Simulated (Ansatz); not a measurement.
Two structures of SiH₂F₂, closed shell, reached by relaxing down either side of one saddle point (PBE0-D4/def2-TZVP). Energies are electronic, without zero-point energy. Computed with Ansatz 0.2.0 (basis: def2-TZVPP and def2-QZVPP); correlated methods freeze the cores. Extrapolation: Hartree–Fock as exp(−7.88 √X), correlation as X^−2.97. First:

Si1  (0.911, 0.379, -1.060)
F2  (1.021, 1.458, 0.119)
F3  (1.494, -0.919, -0.324)
H4  (-1.939, -0.448, 0.335)
H5  (-1.488, -0.470, 0.930)
(Å)

Second:

| atom | x (Å) | y (Å) | z (Å) |
| --- | --- | --- | --- |
| Si1 | -0.0517 | -0.0124 | 0.0109 |
| F2 | 0.5897 | 1.4371 | 0.0527 |
| F3 | 1.0828 | -1.0376 | -0.4083 |
| H4 | -1.1035 | -0.0295 | -1.0224 |
| H5 | -0.5171 | -0.3577 | 1.3669 |

(1) Which bonds change from the first to the second?

(2) Give the saddle point's structure and its height above each. (An estimate is asked for; the value comes from the calculation.)

No T1 diagnostic of these runs exceeds 0.016. The restricted Hartree–Fock reference is unstable towards an unrestricted one at one or more of these structures. A large double-excitation amplitude points to some diradical character; no triplet was computed. The start structure is not quite a true minimum (one mode of 61i cm⁻¹).

Results:

(1) SiF₂ + H₂ → SiH₂F₂ ([F][SiH2][F]); bonds formed: Si1–H4, Si1–H5; bonds broken: H4–H5.

(2) Computed: 49.74 kcal/mol above the first and 87.92 kcal/mol above the second (CCSD(T) at an estimated basis limit (MP2 extrapolated from triple and quadruple zeta, plus CCSD(T) − MP2 in triple zeta)).
| atom | x (Å) | y (Å) | z (Å) |
| --- | --- | --- | --- |
| Si1 | 0.1659 | 0.1224 | -0.4800 |
| F2 | 0.7437 | 1.4439 | 0.1896 |
| F3 | 1.2377 | -1.0341 | -0.2732 |
| H4 | -1.2710 | -0.1973 | -0.2983 |
| H5 | -0.8762 | -0.3350 | 0.8618 |

Losses and insertions of silylenes and their heavier kin drive the gas-phase chemistry of silicon and germanium vapour deposition.

Labels in which every atom is bracketed show which atoms are joined, not bond orders.

For scale, one of the runs: CCSD(T)/def2-TZVPP, 132 basis functions, launched by `ansatz run in.yaml --threads 2 --pin off --events-out ev --progress --plain --max-ram 4352MiB`. Hardware: 2 CPU threads of an Intel Xeon Platinum 8375C, shared host. Wall time 7.5 s; peak host memory 0.7 GiB.
